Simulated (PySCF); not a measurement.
Stretching B2

Set-up: basis B def2-SVPD; no relativity; PySCF 2.14. Energies in eV from B + B in their ground configurations at the same level. State: Ms = 1 determinant of mixed spin (⟨S²⟩ near 2.7), unpaired electrons π ↑↑.

All columns are PBE0.

```csv
R (Å),E (eV),HOMO (eV),LUMO (eV),Mayer bond order,⟨S²⟩
1.354,-2.395,-7.78,-3.51,2.34,2.85
1.417,-2.902,-7.56,-3.40,2.26,2.82
1.480,-3.191,-7.36,-3.33,2.19,2.79
1.527,-3.297,-7.23,-3.41,2.14,2.76
1.574,-3.327,-7.11,-3.48,2.10,2.73
1.621,-3.299,-7.00,-3.55,2.06,2.70
1.684,-3.191,-6.86,-3.65,2.02,2.66
1.763,-2.977,-6.71,-3.76,1.96,2.59
1.857,-2.653,-6.54,-3.90,1.90,2.50
1.983,-2.183,-6.35,-4.08,1.81,2.34
```

The state is the lowest determinant that a PBE0 search found; another state may lie lower at other levels.
